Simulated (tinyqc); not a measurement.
Worked calculation: Pariser-Parr-Pople SCF with singles CI, for the molecule [CH2-]C=CO (SMILES; centres numbered as the heavy atoms are written). One step of it, computed by the program tinyqc.

Question. Iteration 1: orbitals and new P. Diagonalise F (the basis is taken as orthonormal) and form P = 2 sum c c over the lowest orbitals.

F (eV):
```
           1C         2C         3C         4O
1C   1.534315  -4.871586   0.390503  -0.036277
2C  -4.871586   0.809381  -2.603826   0.020416
3C   0.390503  -2.603826   2.008383  -2.207225
4O  -0.036277   0.020416  -2.207225   3.301711
```

pi electrons, sum of z_r less the charge = 6

Give: orbital energies; P after iteration 1.

Answer.

orbital energies (eV): -4.235  0.327  4.342  7.220

P after iteration 1:
```
        1C      2C      3C      4O
1C   1.359   0.704  -0.530   0.308
2C   0.704   1.228   0.582  -0.338
3C  -0.530   0.582   1.562   0.255
4O   0.308  -0.338   0.255   1.852
```
